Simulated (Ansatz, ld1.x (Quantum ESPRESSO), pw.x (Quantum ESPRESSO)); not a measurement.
Li (Z = 3) (fcc): variants of one TM potential in the solid

lithium, norm-conserving Troullier–Martins (Kleinman–Bylander form), made with ld1.x (Quantum ESPRESSO) 7.5 (PBEsol, scalar-relativistic). Core [He], reference 2s1 2p0. Waves: 2p (bound, empty): rc 4.20 bohr; 3d channel at 0.35 Ry: rc 3.40 bohr; 2s (bound): rc 3.50 bohr. Local part: the s channel. Core correction: none.

Crystal test: fcc Li in pw.x 7.5, no spin, 13³ k-points, Fermi–Dirac smearing 0.01 Ry, cutoffs set for each file from its atomic test. The reference is all-electron LAPW (Ansatz 0.2.0) with the same functional, mesh and smearing; V0 and B0 come from Birch–Murnaghan fits to the pressures at five volumes. Errors are pseudo minus all-electron; Δ is the rms difference of the E(V) curves that follow from these fits, minima aligned, over ±6 % about the mean V0. Mesh and smearing are coarse, so the numbers serve the comparison and aren't converged zero-temperature values; the lattice is a test structure that the element need not adopt.

All-electron: a0 = 4.327 Å (V0 = 20.25 Å³/atom), B0 = 13.5 GPa.

Base: The largest radius (4.20 bohr) exceeds half the bond length (2.89 bohr), so the spheres overlap, which is one possible source of error among others. This is a poor potential for the solid.

A dash in a converged row means that the minimum lies outside the volumes sampled.

```csv
change,cutoffs (Ry),pw.x,mean pressure error (GPa)
base,35/140,converged,-1.04
wave 2p (bound): rc 4.20 bohr becomes 2p (bound): rc 3.06 bohr,35/140,converged,-0.74
wave 2p (bound): rc 4.20 bohr becomes 2p (bound): rc 3.78 bohr,35/140,converged,-0.88
wave 2p (bound): rc 4.20 bohr becomes 2p (bound): rc 5.52 bohr,35/140,converged,-2.51
wave 2p (bound): rc 4.20 bohr becomes 2p (bound): rc 6.12 bohr,35/140,converged,-3.46
```

(1) Give the row for: wave 2p (bound): rc 4.20 bohr becomes 2p (bound): rc 4.30 bohr.

Answers

(1) pw.x: converged; mean pressure error (GPa): -1.10.
